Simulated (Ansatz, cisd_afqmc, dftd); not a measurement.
Barrier from CH4O (methanol, SMILES CO) + F- (singlet) to the saddle point below; all geometries are those of the NHTBH38 set.
```xyz
7

F      0.0549    -0.0136    -1.8498
C      0.0139    -0.0011    -0.0904
H      1.0804    -0.0009    -0.0012
H     -0.5155     0.9286    -0.0631
H     -0.5166    -0.9295    -0.0496
O      0.0336     0.0131     1.8953
H     -0.8944     0.0255     2.1423
```
Charge -1, spin multiplicity 1.

Quantity: barrier height (electronic, no zero-point energy), in kJ/mol. UHF or UKS for unpaired electrons; spin-orbit terms are left out. Correlated methods leave the cores frozen. Rows without X2C or -DK are non-relativistic. AFQMC is phaseless with a CISD trial state; ± is one standard error, without the phaseless bias. Outlying blocks are dropped, and bars are widened where a walk drifts. Over all cases where full CI ran beside it in this data, AFQMC minus full CI had a median of +0.1 mEh and passed +0.4 mEh in a tenth of the cases. CBS(X,Y): correlation extrapolated as X^-3, Hartree-Fock from the larger set. A bracket is a step between two methods taken in the basis named. Functionals run without relativity, which enters their misses. Double hybrids freeze cores in their MP2 part. 'core' is core correlation in cc-pwCVTZ, 'X2C' scalar relativity in cc-pVTZ-DK, both at CCSD(T). def2-TZVPD holds few diffuse functions, which lowers the functionals' binding of the extra electron.

Published benchmark value: 17.3 kcal/mol (Zhao et al., NHTBH38), a best estimate, not a measurement.

```
level                                                                                               program  barrier height (kJ/mol)  difference against that value
--------------------------------------------------------------------------------------  -------------------  -----------------------  -----------------------------
HF/aug-cc-pVDZ                                                                                       Ansatz                    114.8                           42.3
B3LYP-D3(BJ)/def2-TZVPD                                                                      Ansatz + dftd3                     64.5                           -8.0
CAM-B3LYP/def2-TZVPD                                                                                 Ansatz                     75.9                            3.4
B2GP-PLYP/def2-TZVPD                                                                                 Ansatz                     73.6                            1.1
AFQMC/CISD/aug-cc-pVTZ                                                                           cisd_afqmc               66.7 ± 1.3                           -5.8
CCSD(T)/CBS(aug-cc-pVTZ,aug-cc-pVQZ) + [AFQMC/CISD - CCSD(T)]/aug-cc-pVTZ + core + X2C  Ansatz + cisd_afqmc               71.0 ± 1.3                           -1.5
```

Ansatz is a first-principles code.
